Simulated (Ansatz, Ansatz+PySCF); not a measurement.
```xyz
4

Si    0.0000    0.0000    0.0731
H     1.3105    0.0000   -0.3412
H    -0.6552    1.1349   -0.3412
H    -0.6552   -1.1349   -0.3412
```

Basis set: cc-pVTZ (spherical functions). Left uncorrelated: 5 orbitals. Charge 0, multiplicity 2.

Computed with Ansatz (development build ahead of 0.2.0); each method stands on the lowest determinant of its kind that the runs found.

The atomization energy at this shape (free ground-state atoms in the same class of orbitals less the molecule, no zero-point energy) of doublet SiH3:

```json
{"method": "UHF-MP2", "atomization energy": "9.03 eV"}
```

Task: What does UHF give?

Result: 7.37 eV. Caution: the shape is not the minimum.
